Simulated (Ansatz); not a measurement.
**How far each method lies from UCCSDT(Q) for BSiNH, doublet**

Geometry: that of the BSiNH, quartet, kept fixed.

```xyz
4

N     0.0000   -0.7598    0.6654
B     0.0000    0.4740    1.1778
Si    0.0000    0.1517   -0.8595
H     0.0000    1.2476    2.0700
```

Basis cc-pVDZ; Ansatz 0.2.0. Only valence electrons are correlated (noble-gas cores frozen), which leaves 13 electrons in 44 orbitals. Prefix R: restricted or restricted open-shell reference; prefix U: unrestricted. Active spaces: frontier = (9e, 9o) about the gap.

Full CI isn't at hand for all of this; UCCSDT(Q) serves as the reference, and is uncertain by about the last step of the cluster series. The frozen core follows each run's orbitals, which can shift R against U totals by a few meV.

For open shells CISD is restricted-active-space CI with the open shells as a complete middle space.

```
UHF ⟨S²⟩                          : 0.777
T1 diagnostic (RCCSD)             : 0.0244
largest doubles amplitude (RCCSD) : 0.071
T1 diagnostic (UCCSD)             : 0.0224
```

| level | E − E(UCCSDT(Q)) (mEh) | share of correlation (%) | wall time |
| --- | --- | --- | --- |
| RHF | 358.80 | 0.00 | – |
| UHF | 353.90 | 1.37 | – |
| RMP2 | 38.41 | 89.29 | – |
| UMP2 | 40.49 | 88.72 | – |
| CISD | 54.68 | 84.76 | 3.7 s |
| RCCSD | 18.81 | 94.76 | – |
| UCCSD | 18.58 | 94.82 | – |
| RCCSD(T) | 2.39 | 99.33 | 9 s |
| UCCSD(T) | 2.46 | 99.31 | 8.5 s |
| BCCD(T) | 2.32 | 99.35 | 4.7 s |
| RCCSDT | 1.73 | 99.52 | – |
| UCCSDT | 1.70 | 99.53 | – |
| RCCSDT(Q) | 0.16 | 99.96 | 62 s |
| CASSCF (frontier space) | 245.65 | 31.54 | – |
| NEVPT2 (frontier space) | 50.97 | 85.80 | 8.5 s |
| MRCISD (frontier space) | 26.16 | 92.71 | – |
| MRCISD+Q (frontier space) | 4.77 | 98.67 | 11 s |

The correlation energy at UCCSDT(Q), counted from RHF, is -9.763 eV. That run took 52 s on 1 thread of Arm Neoverse V2, shared host.

Times hold each run's SCF and search for its determinant on a shared host, so for small cases they say little of a method's own cost; they ran on 1 thread of Arm Neoverse V2.
